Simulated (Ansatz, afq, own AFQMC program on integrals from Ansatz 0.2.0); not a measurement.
Integrals from Ansatz 0.2.0, then the random walk in our own AFQMC program (afq).

```yaml
crystal:
  periodic: [false, false, false]
  atoms:
    - {symbol: Hf, position_ang: [0.000000, 0.000000, 0.000000]}
basis:
  gaussian: {orbitals: def2-SVP}
magnetization: {spin_polarized: true, initial_magnetization: 2}
correlation: {method: ccsd_t, electrons: outside_noble_gas, hamiltonian_folder: ham}
```

```sh
$ ansatz run in.yaml --threads 1 --pin off --events-out ev --progress --plain --max-ram 24576MiB --backend cuda --devices 0, --max-vram 18GiB
```

afq runs on the folder ham with

```
--method free --trial cisd --walkers 4000 --time-step 0.03 --max-blocks 4000 --target-error 0.00024 --factor-cut 1e-05 --seed 307 --times 0,0.3,0.6,1.2,1.8,2.4,3.6,4.8,6 --taylor-order 8
```

Times are imaginary, in 1/Eh. The walk had a cap of 61 s. Core potentials past Kr, no spin–orbit coupling.

afq prints:

```
orbitals 28  electrons 3 1  factors 199 of 199
reference energy -47.36264012 Eh
CCSD correlation -0.04436478 Eh in 12 cycles, weight of the determinant in the CISD state 0.9335
repeat  energy at the last time / Eh  error
    10  -47.408842  0.000291
    20  -47.408979  0.000145
    30  -47.409041  0.000098
time / (1/Eh)  energy / Eh  error  mean overlap
  0.00  -47.407003  0.000001  1.0715
  0.30  -47.407625  0.000003  1.0716
  0.60  -47.408026  0.000003  1.0717
  1.20  -47.408484  0.000003  1.0725
  1.80  -47.408711  0.000005  1.0738
  2.40  -47.408859  0.000007  1.0732
  3.60  -47.408996  0.000007  1.0773
  4.80  -47.409095  0.000008  1.0800
  6.00  -47.409044  0.000095  1.0819
energy -47.409044 +/- 0.000095 Eh
```

The run failed at least one of its tests; the cautions name the faults.

Against this walk (error 2.6 meV) on the same determinant: CCSD(T) 15.3 meV higher, CCSDT(Q) 6.5 meV lower, full CI 6.9 meV lower. The error is statistical, and a free projection of finite length keeps a remainder of its start.

Cautions: remainder of the start not in the error; phase noise grows fast; no spin-orbit coupling; outer-core shells of the metal frozen.

The walk took 32 s on 1 × NVIDIA H100 80GB HBM3 with 2 threads of AMD EPYC 7R13 Processor (Zen 3) (shared host) (the card was shared). The log's last line is the free-projection energy.

CCSDT and higher add their correlation energy to the determinant of the CCSD(T) run, since their own runs factorise the integrals more tightly (a shift of under 2 meV). A walk keeps the symmetry of its determinant, which the program's search chose and which needn't be the lowest solution, so a lower state of the same spin and another symmetry isn't excluded.
